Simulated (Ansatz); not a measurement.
in.yaml

```yaml
crystal:
  periodic: [false, false, false]
  atoms:
    - {symbol: Al, position_ang: [0.000021, -0.136638, 2.881445]}
    - {symbol: Ga, position_ang: [0.000052, -0.021326, 0.384016]}
    - {symbol: N, position_ang: [0.000018, -0.338664, -1.338437]}
    - {symbol: H, position_ang: [-0.000090, 0.496627, -1.927023]}
basis:
  gaussian: {orbitals: def2-SVP}
magnetization: {spin_polarized: false, initial_magnetization: 2}
correlation: {method: bccd, electrons: outside_noble_gas}
```

```sh
$ ansatz run in.yaml --threads 1 --pin off --events-out ev --progress --plain --max-ram 2393MiB
```

Log:

```
672 factors; integrals over basis functions are off by at most 9.9e-4 eV
mean field evaluation 1: about -60394.0641 eV, gradient 4.4e1 eV
mean field evaluation 2: about -60394.0661 eV, gradient 4.4e1 eV
mean field evaluation 4: about -60399.0745 eV, gradient 2.0e1 eV
mean field evaluation 8: about -60401.1519 eV, gradient 4.1e-1 eV
mean field evaluation 16: about -60354.3400 eV, gradient 9.2e1 eV
mean field evaluation 32: about -60401.1637 eV, gradient 3.2e-4 eV
mean field evaluation 64: about -60401.0389 eV, gradient 5.5e-1 eV
mean field evaluation 96: about -60401.5824 eV, gradient 6.9e-1 eV
mean field evaluation 128: about -60396.4391 eV, gradient 4.6e0 eV
mean field evaluation 160: about -60401.6312 eV, gradient 2.7e-2 eV
...
cycle  10  -7.90324752 eV  change    6.4e-5 eV  update   7.3e-4
cycle  11  -7.90289892 eV  change    3.5e-4 eV  update   4.8e-4
cycle  12  -7.90314353 eV  change   -2.4e-4 eV  update   3.0e-4
cycle  13  -7.90299281 eV  change    1.5e-4 eV  update   2.2e-4
cycle  14  -7.90307161 eV  change   -7.9e-5 eV  update   1.5e-4
cycle  15  -7.90313282 eV  change   -6.1e-5 eV  update   8.1e-5
cycle  16  -7.90309955 eV  change    3.3e-5 eV  update   4.6e-5
cycle  17  -7.90313644 eV  change   -3.7e-5 eV  update   2.5e-5
cycle  18  -7.90313367 eV  change    2.8e-6 eV  update   1.4e-5
cycle  19  -7.90312994 eV  change    3.7e-6 eV  update   8.0e-6
Total energy: -60409.06680839 eV, -2219.9922584720 hartree
```

Ran on 1 thread of Arm Neoverse N1, shared host: 1.9 min wall, 0.24 GiB peak host memory.
